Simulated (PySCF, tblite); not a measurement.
**methanesulfonic acid (CH₄O₃S): dynamics, then NMR shifts on frames**

Aim: move methanesulfonic acid (CH₄O₃S) (`CS(=O)(=O)O`) away from its starting geometry and see how NMR shifts follow the geometry.

Programs: tblite 0.8.0 and PySCF 2.14.0, with density-fitted response routines of our own. Each step states its level of theory. These are calculated values for one molecule in the gas phase, unless marked as measured. Atoms count from 0, in the outputs and in this text.

## (1) Starting geometry

9 atoms, charge 0, multiplicity 1; geometry from: GFN2-xTB.

Bonds of the start (Å): C0–S1 1.79, S1–O2 1.42, S1–O3 1.43, S1–O4 1.62, C0–H5 1.08, C0–H6 1.08, C0–H7 1.08, O4–H8 0.96.

## (2) Thermal motion with GFN2-xTB

Job settings and geometry (Å):

```
{"job": {"kind": "md", "xc": "GFN2-xTB", "basis": "xTB", "temperature": 300, "steps": 2000, "every": 50, "frames": 5}, "charge": 0, "multiplicity": 1}
C     -1.119393    -0.235785    -0.072338
S      0.671257    -0.291739    -0.034608
O      1.149996    -1.044343    -1.143672
O      1.139360    -0.610643     1.279629
O      1.000596     1.272474    -0.273605
H     -1.454023     0.328453     0.786138
H     -1.399552     0.243022    -0.999326
H     -1.483906    -1.253157    -0.037550
H      1.509226     1.597712     0.470153
```

Method: GFN2-xTB Langevin dynamics, gas phase.

The run is started by

```sh
> OMP_NUM_THREADS=1 python probes_run.py task.json out
```

This one command runs all jobs of the session in turn.

Output:

```text
t/fs     T/K      E/eV
    0.0   279.1   -533.84731
   25.0   209.6   -533.56832
   50.0   260.9   -533.68353
   75.0   211.4   -533.63145
  100.0   175.2   -533.62093
  125.0   185.1   -533.71670
  150.0   169.2   -533.66886
  175.0   222.5   -533.69012
  200.0   137.0   -533.69032
  225.0   189.4   -533.64271
  250.0   240.6   -533.64175
  275.0   232.3   -533.62914
  300.0   272.0   -533.69179
  325.0   179.2   -533.67549
  350.0   314.5   -533.71416
  375.0   339.6   -533.68148
  400.0   322.9   -533.55360
  425.0   264.8   -533.62319
  450.0   357.4   -533.67925
  475.0   182.0   -533.53312
  500.0   221.8   -533.60366
  525.0   288.8   -533.65317
  550.0   353.2   -533.70435
  575.0   346.9   -533.52290
  600.0   326.9   -533.52648
  625.0   372.3   -533.54506
  650.0   277.9   -533.50576
  675.0   290.5   -533.58474
  700.0   244.7   -533.49438
  725.0   304.6   -533.63127
  750.0   275.3   -533.69858
  775.0   260.9   -533.64484
  800.0   244.0   -533.69598
  825.0   188.1   -533.63032
  850.0   132.9   -533.63995
  875.0   159.3   -533.57792
  900.0   210.1   -533.59099
  925.0   270.2   -533.69020
  950.0   132.2   -533.68265
  975.0   115.0   -533.67421
 1000.0   194.9   -533.61689
```

Wall time 8.6 s (1 thread of Intel Xeon 6975P-C, shared host); peak memory 0.19 GiB.

Distance from the start (root mean square after alignment): 0 fs 0.00 Å, 200 fs 0.41 Å, 400 fs 0.20 Å, 600 fs 0.21 Å, 800 fs 0.23 Å, 1000 fs 0.17 Å.

Positions (Å) and forces (eV/Å) at 1000 fs:

```xyz
9

C    -1.843    0.469    0.899   -0.113   -0.307   -0.718
S    -0.244    0.216    0.071   -0.451    1.444   -0.280
O    -0.453   -0.228   -1.262    0.006   -0.354    0.158
O     0.663   -0.462    0.947   -0.064    0.390   -0.230
O     0.185    1.838   -0.103   -0.826   -1.670   -0.306
H    -1.762    0.578    1.933    0.760    0.330    1.568
H    -2.342    1.331    0.512   -0.005    0.371   -0.517
H    -2.473   -0.386    0.786   -0.189   -0.599   -0.579
H     0.792    2.040    0.575    0.881    0.395    0.904
```

## (3) NMR shieldings: 250 fs, PBE0/pcSseg-1

Job settings and geometry (Å):

```
{"job": {"kind": "nmr", "xc": "PBE0", "basis": "pcSseg-1", "pop": false}, "charge": 0, "multiplicity": 1}
C     -1.110100    -0.840400     0.275500
S      0.640400    -0.515000    -0.013600
O      1.107000    -1.233100    -1.130000
O      1.284400    -0.616200     1.287500
O      0.686400     1.043100    -0.344400
H     -1.573100    -0.186200     0.973700
H     -1.614600    -0.656600    -0.667500
H     -1.196800    -1.848300     0.661900
H      0.436500     1.123200    -1.258700
```

With the program's defaults for keys left out, this is: GIAO PBE0/pcSseg-1 NMR shielding, non-relativistic, gas phase.

Output:

```text
coarse grid: 8448 points
cycle   1  E = -663.5172461897  dE =  1.509e+00  |g| = 1.215e+00  |ddm| = 2.960e+00
cycle   2  E = -662.9964604957  dE =  5.208e-01  |g| = 2.098e+00  |ddm| = 2.343e+00
cycle   3  E = -663.7683990196  dE = -7.719e-01  |g| = 2.337e-01  |ddm| = 1.641e+00
cycle   4  E = -663.7777671851  dE = -9.368e-03  |g| = 8.844e-02  |ddm| = 2.044e-01
cycle   5  E = -663.7789226042  dE = -1.155e-03  |g| = 3.058e-02  |ddm| = 6.709e-02
cycle   6  E = -663.7791096701  dE = -1.871e-04  |g| = 7.715e-03  |ddm| = 2.517e-02
cycle   7  E = -663.7791194783  dE = -9.808e-06  |g| = 2.712e-03  |ddm| = 6.503e-03
final grid: 78072 points
cycle   8  E = -663.8411462385  dE = -1.533e-05  |g| = 1.051e-02  |ddm| = 1.819e-02
cycle   9  E = -663.8411176605  dE =  2.858e-05  |g| = 1.618e-02  |ddm| = 1.796e-02
cycle  10  E = -663.8411656067  dE = -4.795e-05  |g| = 1.944e-03  |ddm| = 1.159e-02
cycle  11  E = -663.8411662694  dE = -6.627e-07  |g| = 3.266e-04  |ddm| = 1.528e-03
cycle  12  E = -663.8411662880  dE = -1.863e-08  |g| = 1.406e-04  |ddm| = 3.110e-04
cycle  13  E = -663.8411662914  dE = -3.365e-09  |g| = 4.261e-05  |ddm| = 1.172e-04
cycle  14  E = -663.8411662917  dE = -3.008e-10  |g| = 1.520e-05  |ddm| = 3.629e-05
converged SCF energy = -663.8411662917

GIAO shielding tensors (ppm)
atom      isotropic    diamagn.    paramagn.     s11        s22        s33       span
  0 C      142.040     255.292    -113.252    113.340    121.023    191.757     78.417
  1 S      196.684    1051.202    -854.518     41.562    159.860    388.630    347.069
  2 O       95.938     398.845    -302.907     68.179     90.822    128.812     60.633
  3 O       88.198     398.575    -310.377     49.404     75.708    139.483     90.079
  4 O      130.991     395.520    -264.529     33.040     93.134    266.799    233.759
  5 H       29.206      31.401      -2.195     26.313     27.194     34.113      7.801
  6 H       29.381      30.812      -1.431     26.103     27.558     34.481      8.378
  7 H       28.681      28.630       0.051     25.878     26.534     33.629      7.751
  8 H       27.761      33.315      -5.553     22.766     23.687     36.831     14.066
```

It took 11 s on 1 thread of Intel Xeon 6975P-C, shared host; peak memory 0.5 GiB.

Shifts follow as δ = σ(reference) − σ, with reference shieldings (ppm) from runs at the same level and on the same kind of geometry: 1H TMS 31.72, 13C TMS 186.9, 17O H2O 336.1, 33S CS2 504. The references are single molecules in the gas phase, so shifts against H2O, NH3, PH3, H3PO4 or CFCl3 are not on the usual liquid scales and can be off by tens of ppm. Each atom is listed at this fixed geometry, with no averaging over motion; a spectrum would average atoms that exchange fast.

```tsv
atoms	environment	σ (ppm)	δ (ppm)
C0	methyl carbon bonded to S	142.0	44.9
H8	hydrogen on an oxygen bonded to S	27.76	3.96
H7	hydrogen on a methyl carbon bonded to S	28.68	3.04
H5	hydrogen on a methyl carbon bonded to S	29.21	2.51
H6	hydrogen on a methyl carbon bonded to S	29.38	2.34
S1	sulfonyl sulfur	197	307
O3	S=O oxygen	88.2	247.9
O2	S=O oxygen	95.9	240.1
O4	oxygen bonded to S, H	131.0	205.1
```

## (4) NMR shieldings: 425 fs, PBE0/pcSseg-1

Job settings and geometry (Å):

```
{"job": {"kind": "nmr", "xc": "PBE0", "basis": "pcSseg-1", "pop": false}, "charge": 0, "multiplicity": 1}
C     -1.066800    -1.255700     0.155800
S      0.547900    -0.548000    -0.184800
O      1.140300    -1.341100    -1.197700
O      1.321100    -0.274700     0.975700
O      0.157300     0.822200    -0.910300
H     -1.588000    -0.807000     1.033700
H     -1.703800    -1.061400    -0.690800
H     -0.804700    -2.360700     0.282600
H      0.066000     1.640600    -0.408000
```

Level: GIAO PBE0/pcSseg-1 NMR shielding, non-relativistic, gas phase.

Output:

```text
coarse grid: 8448 points
cycle   1  E = -663.5171392549  dE =  1.489e+00  |g| = 1.211e+00  |ddm| = 2.947e+00
cycle   2  E = -663.0238623076  dE =  4.933e-01  |g| = 2.060e+00  |ddm| = 2.302e+00
cycle   3  E = -663.7662470352  dE = -7.424e-01  |g| = 2.191e-01  |ddm| = 1.599e+00
cycle   4  E = -663.7746346440  dE = -8.388e-03  |g| = 8.157e-02  |ddm| = 1.902e-01
cycle   5  E = -663.7756678362  dE = -1.033e-03  |g| = 2.317e-02  |ddm| = 5.533e-02
cycle   6  E = -663.7757819802  dE = -1.141e-04  |g| = 3.999e-03  |ddm| = 1.860e-02
cycle   7  E = -663.7757851749  dE = -3.195e-06  |g| = 1.257e-03  |ddm| = 3.704e-03
final grid: 78072 points
cycle   8  E = -663.8379268989  dE = -1.389e-05  |g| = 1.049e-02  |ddm| = 1.840e-02
cycle   9  E = -663.8379057069  dE =  2.119e-05  |g| = 1.470e-02  |ddm| = 1.811e-02
cycle  10  E = -663.8379475903  dE = -4.188e-05  |g| = 1.775e-03  |ddm| = 1.094e-02
cycle  11  E = -663.8379481430  dE = -5.527e-07  |g| = 3.229e-04  |ddm| = 1.423e-03
cycle  12  E = -663.8379481594  dE = -1.643e-08  |g| = 1.338e-04  |ddm| = 2.795e-04
cycle  13  E = -663.8379481625  dE = -3.093e-09  |g| = 3.361e-05  |ddm| = 1.048e-04
cycle  14  E = -663.8379481627  dE = -1.886e-10  |g| = 1.328e-05  |ddm| = 2.871e-05
converged SCF energy = -663.8379481627

GIAO shielding tensors (ppm)
atom      isotropic    diamagn.    paramagn.     s11        s22        s33       span
  0 C      136.490     255.202    -118.712    110.075    115.338    184.057     73.982
  1 S      206.095    1051.211    -845.115     59.868    161.808    396.610    336.742
  2 O       96.502     397.459    -300.957     57.329     92.964    139.214     81.885
  3 O       94.480     400.387    -305.907     69.519     80.821    133.099     63.580
  4 O      144.115     395.906    -251.792     51.504     99.117    281.722    230.218
  5 H       28.113      29.454      -1.341     25.120     26.020     33.198      8.078
  6 H       28.527      30.008      -1.481     25.740     27.122     32.718      6.978
  7 H       27.273      26.289       0.985     23.926     25.880     32.014      8.088
  8 H       26.401      32.911      -6.509     20.881     21.811     36.511     15.630
```

Wall time 7.6 s (1 thread of Intel Xeon 6975P-C, shared host); peak memory 0.52 GiB.

Key values: δ C0 50.4, S1 298, O3 241.6, O2 239.6, H8 5.32, H7 4.44 ppm.

## (5) Nuclear shieldings: 625 fs, PBE0/pcSseg-1

Job settings and geometry (Å):

```
{"job": {"kind": "nmr", "xc": "PBE0", "basis": "pcSseg-1", "pop": false}, "charge": 0, "multiplicity": 1}
C     -1.332300    -0.825800     0.633600
S      0.198900    -0.347800    -0.116700
O      0.490600    -0.935300    -1.351500
O      1.274700    -0.410700     0.842900
O     -0.058400     1.279800    -0.252000
H     -1.185100    -0.448400     1.632300
H     -2.256700    -0.543100     0.045800
H     -1.284500    -1.943100     0.683900
H      0.541400     1.619800     0.450500
```

Level: GIAO PBE0/pcSseg-1 NMR shielding, non-relativistic, gas phase.

Output:

```text
coarse grid: 8448 points
cycle   1  E = -663.5112266475  dE =  1.459e+00  |g| = 1.217e+00  |ddm| = 2.929e+00
cycle   2  E = -663.0018202443  dE =  5.094e-01  |g| = 2.088e+00  |ddm| = 2.318e+00
cycle   3  E = -663.7648319797  dE = -7.630e-01  |g| = 2.108e-01  |ddm| = 1.603e+00
cycle   4  E = -663.7724002026  dE = -7.568e-03  |g| = 9.250e-02  |ddm| = 1.964e-01
cycle   5  E = -663.7737610332  dE = -1.361e-03  |g| = 2.645e-02  |ddm| = 6.502e-02
cycle   6  E = -663.7739078054  dE = -1.468e-04  |g| = 4.399e-03  |ddm| = 2.084e-02
cycle   7  E = -663.7739117889  dE = -3.984e-06  |g| = 1.211e-03  |ddm| = 4.002e-03
final grid: 78072 points
cycle   8  E = -663.8356833948  dE = -1.483e-05  |g| = 1.056e-02  |ddm| = 1.956e-02
cycle   9  E = -663.8356620987  dE =  2.130e-05  |g| = 1.480e-02  |ddm| = 1.800e-02
cycle  10  E = -663.8357040861  dE = -4.199e-05  |g| = 1.826e-03  |ddm| = 1.088e-02
cycle  11  E = -663.8357046757  dE = -5.896e-07  |g| = 3.141e-04  |ddm| = 1.467e-03
cycle  12  E = -663.8357046910  dE = -1.525e-08  |g| = 1.405e-04  |ddm| = 2.848e-04
cycle  13  E = -663.8357046944  dE = -3.479e-09  |g| = 3.161e-05  |ddm| = 1.108e-04
cycle  14  E = -663.8357046946  dE = -1.922e-10  |g| = 9.717e-06  |ddm| = 2.575e-05
converged SCF energy = -663.8357046946

GIAO shielding tensors (ppm)
atom      isotropic    diamagn.    paramagn.     s11        s22        s33       span
  0 C      138.812     255.609    -116.796    113.483    119.647    183.307     69.823
  1 S      188.361    1052.464    -864.104     55.257    149.593    360.233    304.976
  2 O      101.493     398.252    -296.759     53.723    100.487    150.268     96.544
  3 O       79.056     401.189    -322.133     34.892     64.959    137.316    102.424
  4 O       87.823     397.169    -309.346    -10.957      3.943    270.484    281.441
  5 H       28.559      29.876      -1.317     25.138     27.644     32.895      7.757
  6 H       27.079      27.381      -0.302     24.032     25.024     32.182      8.150
  7 H       28.031      27.433       0.598     25.246     26.157     32.690      7.444
  8 H       26.192      31.960      -5.767     21.540     23.796     33.241     11.700
```

Run time: 6.5 s. Hardware: 1 thread of Intel Xeon 6975P-C, shared host; peak memory 0.52 GiB.

Key values: δ C0 48.1, S1 315, O3 257.0, O4 248.3, H8 5.52, H6 4.64 ppm.

## (6) Shielding tensors: 800 fs, PBE0/pcSseg-1

Job settings and geometry (Å):

```
{"job": {"kind": "nmr", "xc": "PBE0", "basis": "pcSseg-1", "pop": false}, "charge": 0, "multiplicity": 1}
C     -1.672800    -0.280600     0.797600
S     -0.082500     0.021800     0.043900
O     -0.114400    -0.226800    -1.338800
O      0.965100    -0.612200     0.772900
O      0.077800     1.624600     0.351600
H     -1.603900    -0.198400     1.885300
H     -2.311600     0.548300     0.403900
H     -2.069900    -1.262000     0.511200
H      0.952600     2.046600     0.148500
```

With the program's defaults for keys left out, this is: GIAO PBE0/pcSseg-1 NMR shielding, non-relativistic, gas phase.

Output:

```text
coarse grid: 8448 points
cycle   1  E = -663.5185499824  dE =  1.450e+00  |g| = 1.211e+00  |ddm| = 2.931e+00
cycle   2  E = -663.0642311425  dE =  4.543e-01  |g| = 2.011e+00  |ddm| = 2.262e+00
cycle   3  E = -663.7658541191  dE = -7.016e-01  |g| = 2.350e-01  |ddm| = 1.555e+00
cycle   4  E = -663.7754041290  dE = -9.550e-03  |g| = 8.394e-02  |ddm| = 2.000e-01
cycle   5  E = -663.7764895705  dE = -1.085e-03  |g| = 2.380e-02  |ddm| = 5.810e-02
cycle   6  E = -663.7766125401  dE = -1.230e-04  |g| = 3.927e-03  |ddm| = 1.910e-02
cycle   7  E = -663.7766156007  dE = -3.061e-06  |g| = 1.378e-03  |ddm| = 3.672e-03
final grid: 78072 points
cycle   8  E = -663.8388095589  dE = -1.451e-05  |g| = 1.027e-02  |ddm| = 1.790e-02
cycle   9  E = -663.8387901134  dE =  1.945e-05  |g| = 1.427e-02  |ddm| = 1.701e-02
cycle  10  E = -663.8388290399  dE = -3.893e-05  |g| = 1.885e-03  |ddm| = 1.040e-02
cycle  11  E = -663.8388296581  dE = -6.182e-07  |g| = 3.340e-04  |ddm| = 1.461e-03
cycle  12  E = -663.8388296764  dE = -1.823e-08  |g| = 1.262e-04  |ddm| = 2.938e-04
cycle  13  E = -663.8388296792  dE = -2.845e-09  |g| = 3.065e-05  |ddm| = 1.021e-04
cycle  14  E = -663.8388296794  dE = -1.567e-10  |g| = 1.233e-05  |ddm| = 2.689e-05
converged SCF energy = -663.8388296794

GIAO shielding tensors (ppm)
atom      isotropic    diamagn.    paramagn.     s11        s22        s33       span
  0 C      142.382     254.950    -112.568    114.166    126.130    186.852     72.686
  1 S      190.257    1052.343    -862.086     32.066    165.210    373.496    341.430
  2 O       89.199     400.311    -311.112     45.794    100.693    121.109     75.316
  3 O       83.703     400.832    -317.130     54.136     83.624    113.347     59.211
  4 O      121.553     395.532    -273.980     23.389     69.343    271.927    248.538
  5 H       28.520      28.386       0.134     25.162     26.678     33.721      8.559
  6 H       27.978      27.599       0.379     24.757     26.511     32.667      7.910
  7 H       28.370      28.194       0.176     25.341     26.405     33.364      8.023
  8 H       25.816      30.084      -4.268     20.486     21.585     35.376     14.891
```

Run time: 6.4 s. Hardware: 1 thread of Intel Xeon 6975P-C, shared host; peak memory 0.52 GiB.

Key values: δ C0 44.5, S1 313, O3 252.4, O2 246.9, H8 5.90, H6 3.74 ppm.

## (7) Shielding tensors: 1000 fs, PBE0/pcSseg-1

Job settings and geometry (Å):

```
{"job": {"kind": "nmr", "xc": "PBE0", "basis": "pcSseg-1", "pop": false}, "charge": 0, "multiplicity": 1}
C     -1.842800     0.469200     0.899200
S     -0.244400     0.216000     0.070800
O     -0.452700    -0.228400    -1.261800
O      0.662600    -0.462200     0.946600
O      0.185000     1.837900    -0.102700
H     -1.762500     0.577900     1.932700
H     -2.342000     1.331300     0.512200
H     -2.472500    -0.386300     0.786000
H      0.792200     2.040400     0.575300
```

Level: GIAO PBE0/pcSseg-1 NMR shielding, non-relativistic, gas phase.

Output:

```text
coarse grid: 8448 points
cycle   1  E = -663.5174017433  dE =  1.420e+00  |g| = 1.213e+00  |ddm| = 2.959e+00
cycle   2  E = -663.0224995147  dE =  4.949e-01  |g| = 2.070e+00  |ddm| = 2.229e+00
cycle   3  E = -663.7688408691  dE = -7.463e-01  |g| = 2.068e-01  |ddm| = 1.531e+00
cycle   4  E = -663.7761792610  dE = -7.338e-03  |g| = 8.734e-02  |ddm| = 1.893e-01
cycle   5  E = -663.7773821664  dE = -1.203e-03  |g| = 2.696e-02  |ddm| = 6.359e-02
cycle   6  E = -663.7775353360  dE = -1.532e-04  |g| = 4.239e-03  |ddm| = 2.099e-02
cycle   7  E = -663.7775386322  dE = -3.296e-06  |g| = 1.708e-03  |ddm| = 4.203e-03
final grid: 78072 points
cycle   8  E = -663.8399919291  dE = -1.512e-05  |g| = 1.094e-02  |ddm| = 1.869e-02
cycle   9  E = -663.8399648762  dE =  2.705e-05  |g| = 1.605e-02  |ddm| = 1.862e-02
cycle  10  E = -663.8400140547  dE = -4.918e-05  |g| = 2.230e-03  |ddm| = 1.166e-02
cycle  11  E = -663.8400149316  dE = -8.769e-07  |g| = 3.815e-04  |ddm| = 1.688e-03
cycle  12  E = -663.8400149551  dE = -2.352e-08  |g| = 1.653e-04  |ddm| = 3.552e-04
cycle  13  E = -663.8400149600  dE = -4.890e-09  |g| = 3.951e-05  |ddm| = 1.289e-04
cycle  14  E = -663.8400149602  dE = -2.376e-10  |g| = 1.689e-05  |ddm| = 3.354e-05
converged SCF energy = -663.8400149602

GIAO shielding tensors (ppm)
atom      isotropic    diamagn.    paramagn.     s11        s22        s33       span
  0 C      142.724     252.054    -109.330    113.113    116.407    198.651     85.538
  1 S      188.127    1051.788    -863.661     34.042    135.441    394.899    360.857
  2 O       82.973     399.374    -316.401     59.923     73.597    115.400     55.477
  3 O       71.162     401.152    -329.989     35.414     65.297    112.776     77.362
  4 O       97.984     394.813    -296.829    -47.461     45.352    296.061    343.523
  5 H       30.022      30.134      -0.112     27.015     27.920     35.130      8.115
  6 H       29.080      28.539       0.540     25.874     27.224     34.141      8.267
  7 H       29.312      29.119       0.193     26.168     27.171     34.598      8.430
  8 H       27.557      33.661      -6.104     22.727     24.175     35.769     13.042
```

Run time: 6.6 s. Hardware: 1 thread of Intel Xeon 6975P-C, shared host; peak memory 0.52 GiB.

In short: δ C0 44.2, S1 316, O3 264.9, O2 253.1, H8 4.16, H6 2.64 ppm.

## (8) Side by side: NMR shifts

Shifts (ppm) of some atoms, chosen among heavy atoms and hydrogens apart, with basis size and wall time:

```tsv
frame	C0	H7	H6	S1	O3	O2	O4	functions	time
250 fs	44.9	3.04	2.34	307	247.9	240.1	205.1	112	11 s
425 fs	50.4	4.44	3.19	298	241.6	239.6	192.0	112	7.6 s
625 fs	48.1	3.69	4.64	315	257.0	234.6	248.3	112	6.5 s
800 fs	44.5	3.35	3.74	313	252.4	246.9	214.5	112	6.4 s
1000 fs	44.2	2.40	2.64	316	264.9	253.1	238.1	112	6.6 s
```

## (9) Results

```
                                      quantity                       value
                                    thermostat                       300 K
                 mean temperature, second half                       248 K
       mean potential energy above the minimum                     0.23 eV
13C shifts against TMS (PBE0/pcSseg-1, 250 fs)                    44.9 ppm
 1H shifts against TMS (PBE0/pcSseg-1, 250 fs)  3.96, 3.04, 2.51, 2.34 ppm
33S shifts against CS2 (PBE0/pcSseg-1, 250 fs)                     307 ppm
17O shifts against H2O (PBE0/pcSseg-1, 250 fs)     247.9, 240.1, 205.1 ppm
                      range of the shift of O4          192.0 to 248.3 ppm
```

What this shows: In the second half the potential energy averages 0.23 eV above the minimum; equipartition over 21 harmonic modes at 300 K would give 0.27 eV. With 9 atoms the temperature swings widely (115 to 372 K). Shifts at one fixed geometry are not the observed spectrum, which averages over the motion. In the first frame run (250 fs): The widest tensor belongs to S1: span 347 ppm, with a paramagnetic part of -855 ppm. In ppm, O4 moves most: its shift spreads over 56.3 ppm, from 192.0 (425 fs) to 248.3 (625 fs).
